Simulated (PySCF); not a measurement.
Compound: C3H5Cl2 (doublet state).
Cartesian coordinates in Å at the GFN2-xTB level; atoms count from 1:
```
atom  x, y, z in Å
C1     1.3621    0.3758    0.3455
C2     0.3369   -0.3277   -0.4413
C3    -1.0623   -0.1045    0.1464
Cl4   -2.2774   -1.0649   -0.7331
Cl5   -1.5038    1.6150    0.0592
H6     1.4480    0.1876    1.3981
H7     1.9716    1.1381   -0.0940
H8     0.5036   -1.4135   -0.4174
H9     0.3445   -0.0034   -1.4822
H10   -1.1143   -0.3979    1.1964
```

The hyperfine couplings belong to this conformer and change with its torsions.

As a line formula: `[CH2]CC(Cl)Cl` [radical].

Computed, not measured: UKS B3LYP, pcH-1 on C Cl H, non-relativistic, mean-field spin-orbit, GIAO (PySCF). Isolated species at its GFN2-xTB geometry (one conformer only). The geometry wasn't refined by DFT: couplings that depend on bond lengths, twists or pyramidal angles can differ widely from those at the functional's own minimum. No stability test was run, so a lower SCF solution isn't excluded.

**Question.** Break the g tensor into its mass correction, gauge correction and orbital-Zeeman/spin–orbit terms.

**Answer.** 
| Δg (ppm) | 1 | 2 | 3 |
| --- | --- | --- | --- |
| relativistic mass correction | -144 | -144 | -144 |
| gauge correction | 13 | 36 | 30 |
| orbital Zeeman/spin–orbit | 37 | 644 | 3399 |
| total | -94 | 536 | 3285 |

So g = 2.00223, 2.00286, 2.00560 and g_iso = 2.00356; the tensor is rhombic: the two nearest values differ by 19 % of g3 − g1. Axes: g3 points within 15° of the C1–H6 bond.

**Question.** How much does each term add to the isotropic shift?

**Answer.** The orbital-Zeeman/spin–orbit term 1360, the mass correction -144 and the gauge correction 26 ppm, for a total of 1242 ppm. The orbital-Zeeman/spin–orbit term is the largest in size. The mass correction is the same along every axis, so the anisotropy comes from the other two: their spans along these axes are 23 (gauge) and 3363 ppm (orbital Zeeman/spin–orbit).

**Question.** What effective moment and Curie constant follow for a powder?

**Answer.** With the mean of g² = 4.0143 and S(S+1) = 0.75: μ_eff = √(⟨g²⟩S(S+1)) = 1.735 μB and χT = 0.12505·⟨g²⟩·S(S+1) = 0.376 cm³ K/mol (cgs; spin-Hamiltonian part alone).

**Question.** In a frozen sample, at which fields do the three g values resonate at 9.5, 34, 94 and 263 GHz (hyperfine left aside), and which band first spreads them over more than twice a line width of 1.0 mT?

**Answer.** 
```tsv
band	GHz	B(g3) mT	B(g2) mT	B(g1) mT	spread mT
X	9.5	338.43	338.89	339.00	0.57
Q	34.0	1211.22	1212.88	1213.26	2.04
W	94.0	3348.66	3353.26	3354.31	5.65
J	263.0	9369.12	9381.98	9384.94	15.81
```

The spread grows in proportion to the frequency. Q band is the first where it exceeds 2.0 mT.

Largest spin populations (Mulliken): C1 (+1.08) and C2 (-0.08). C1 is the only atom above +0.15. The positive populations add up to 1.17 and the negative ones to -0.17, together 2S = 1. The angles at C1 add up to 359.8°, so it is planar; its axial dipolar tensor and the negative couplings of its protons fit spin in a p orbital normal to that plane.

The HOMO–LUMO gaps are 6.26 eV among the α and 6.06 eV among the β orbitals.
